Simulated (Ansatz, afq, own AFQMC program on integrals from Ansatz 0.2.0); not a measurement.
ZrS, triplet in def2-SVP, levels against CCSDT(Q)

| atom | x (Å) | y (Å) | z (Å) |
| --- | --- | --- | --- |
| Zr | 0.0000 | 0.0000 | 0.0000 |
| S | 0.0000 | 0.0000 | 1.7540 |

Basis def2-SVP with its core potentials. Noble-gas cores (and the filled d shells of Ga–Kr and In–Xe) are frozen. AFQMC by an in-house program on the Cholesky factors that Ansatz 0.2.0 writes for its CCSD(T) run. ph-AFQMC/CISD is guided by a CISD state made of CCSD amplitudes; releasing the constraint for a short imaginary time cuts its bias at the price of noise, slowly where states lie close. Error bars are statistical, one sigma. No spin–orbit coupling. The metal's outer-core s and p shells are frozen, which shifts wave-function levels against functionals.

Determinant: UHF, the one that the program's search chose, which needn't be the lowest solution. The geometry is a point of a scan.

No full CI on the walks' own integrals is used here; CCSDT(Q) serves as the reference and is uncertain by about the last step of the cluster series.

Cautions: no spin-orbit coupling; outer-core shells of the metal frozen; lower spins were not checked; higher spins were not checked.

- T1 diagnostic: 0.0242
- weight of the determinant in the CISD state: 0.888
- ⟨S²⟩ of the determinant: 2.019
- size of the correlated space: 10 electrons in 40 orbitals

Reference: CCSDT(Q), correlation energy -5.864 eV. The released energy is read at 4.20 1/Eh (meV from the phaseless value at times in 1/Eh: 1 ± 20 at 0.60, -15 ± 15 at 1.20, 22 ± 17 at 2.00, 16 ± 23 at 3.00, 65 ± 30 at 4.20).

| level | E − E(reference) (kJ/mol) | share of correlation (%) |
| --- | --- | --- |
| HF | 565.8 | 0.00 |
| MP2 | 49.7 | 91.22 |
| CCSD | 27.9 | 95.07 |
| CCSD(T) | 2.3 | 99.60 |
| CCSDT | 1.2 | 99.79 |
| ph-AFQMC/CISD | -0.5 ± 2.7 | 100.09 |
| released AFQMC | 5.7 ± 2.9 | 98.99 |

A walk keeps the symmetry of its determinant, which the program's search chose and which needn't be the lowest solution, so a lower state of the same spin and another symmetry isn't excluded. Released energies are given only where the last usable release times agree within the noise; a slower fall can still hide under it.
